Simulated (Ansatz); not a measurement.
## What a trial cell of Pd2Pt relaxes into

These are results of DFT PBE, scalar-relativistic, plane waves, PAW (Ansatz 0.2.0), not measurements. Cutoff 420 eV, Γ-centred k mesh, Gaussian smearing, no spin polarisation in the final step.

Pd2Pt was placed on the CaC2 structure type (I4/mmm, No. 139), with Pt in place of Ca, Pd in place of C, at a guessed volume.

```yaml
crystal:
  lattice:
    - [-1.91442, 1.91442, 3.13984]
    - [1.91442, -1.91442, 3.13984]
    - [1.91442, 1.91442, -3.13984]
  atoms:
    - { symbol: Pd, position: [0.59300, 0.59300, 0.00000] }
    - { symbol: Pd, position: [0.40700, 0.40700, 0.00000] }
    - { symbol: Pt, position: [0.00000, 0.00000, 0.00000] }
```

Steps on the 6×6×6 mesh (3 atoms). 12 of 15 steps are shown, and the free energy counts from the last. Trial steps that were taken back and renewals of the plane-wave basis can be among the rows.

| step | ΔF (meV/atom) | V (Å³/atom) | P (GPa) | largest force component (eV/Å) |
| --- | --- | --- | --- | --- |
| 1 | 40579.5 | 15.34 | 857.73 | 614.985 |
| 2 | 6274.9 | 15.63 | 159.19 | 71.531 |
| 4 | 2309.9 | 17.10 | 54.44 | 25.069 |
| 5 | 1134.4 | 17.40 | 23.89 | 11.649 |
| 6 | 521.9 | 17.13 | 8.04 | 5.117 |
| 7 | 217.4 | 16.40 | 2.57 | 2.336 |
| 9 | 124.4 | 16.24 | -3.36 | 0.304 |
| 10 | 108.5 | 16.03 | -0.08 | 0.020 |
| 11 | 44.7 | 16.03 | -2.87 | 0.008 |
| 12 | 8.6 | 15.41 | 2.66 | 0.011 |
| 14 | -0.2 | 15.57 | -0.14 | 0.000 |
| 15 | 0.0 | 15.57 | -0.13 | 0.001 |

A final relaxation ran on a 20×20×20 mesh. The relaxed crystal, I4/mmm (No. 139):

Space group I4/mmm (No. 139). a = 3.334 Å, b = 3.334 Å, c = 8.394 Å, α = 90.00°, β = 90.00°, γ = 90.00°
```
atom site symmetry x y z
  Pd    4e       4mm  0.5000  0.5000  0.1655
  Pt    2a     4/mmm  0.0000  0.0000  0.0000
```

```yaml
Volume_per_atom: 15.55 Å³
Density: 14.52 g/cm³
Energy_over_the_elements: 0.04 eV/atom
Gap_on_the_20×20×20_mesh: 0 eV (a metal)
```

The zero of energy is the elements' standard structures at the same level; no fitted shifts are applied.

The final run used a 20×20×20 mesh on its 3-atom cell and 0.10 eV smearing. The k mesh leaves about 4 meV/atom of noise in metals. Spin–orbit coupling is left out.

Symmetry constrained the relaxation, so the result can be a saddle point.

Cost: 3 runs of about 6 core-minutes in all, on Arm Neoverse V1 (shared hosts).